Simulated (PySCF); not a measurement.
Computed spin Hamiltonian

CF3 (doublet state).
SMILES with atom numbers: `[F:1][C:2]([F:3])[F:4]`

Computed, not measured: UKS B3LYP, pcH-1 on C F, non-relativistic, mean-field spin-orbit, GIAO in PySCF 2.14.0. Geometry: GFN2-xTB; no solvent, vibrations or thermal averaging. A GFN2-xTB geometry isn't a minimum of the functional, and hyperfine couplings can be far from their values at a DFT geometry.

- g1, g2, g3: 2.00168, 2.00417, 2.00417
- g_iso: 2.00334
- Form of g: axial
- ⟨S²⟩: 0.7515 (exact 0.7500)
- α and β electrons: 17, 16
- HOMO–LUMO gap, α and β orbitals: 11.37, 9.39 eV
- Basis functions: 100

Isotropic coupling and dipolar principal values T1 to T3, in G (MHz turned into gauss with g_iso; 10 G = 1 mT):

```
atom  isotope  a_iso     T1     T2     T3  Mulliken spin population
  F1      19F  139.9  -78.8  -74.8  153.6                      0.06
  C2      13C  262.2  -25.3  -25.3   50.6                      0.82
  F3      19F  139.9  -78.8  -74.8  153.6                      0.06
  F4      19F  139.9  -78.8  -74.8  153.6                      0.06
```

The largest Mulliken spin population is on C2 (+0.82). The angles at C2 add up to 336.5°, so it is pyramidal.

Under fast tumbling the dipolar parts average out, and these isotropic splittings remain: 3 × 19F (F1/F3/F4, I = 1/2, 4 lines) with 13.99 mT.

Means are taken over nuclei equivalent by connectivity, which assumes that they swap fast.

The 13C coupling of C2 (735.1 MHz) shows only in satellite lines or after enrichment, since that isotope makes up about 1.07 % of natural carbon.

Hardware: one thread, x86-64 server (shared host). Cost: 5.4 s.
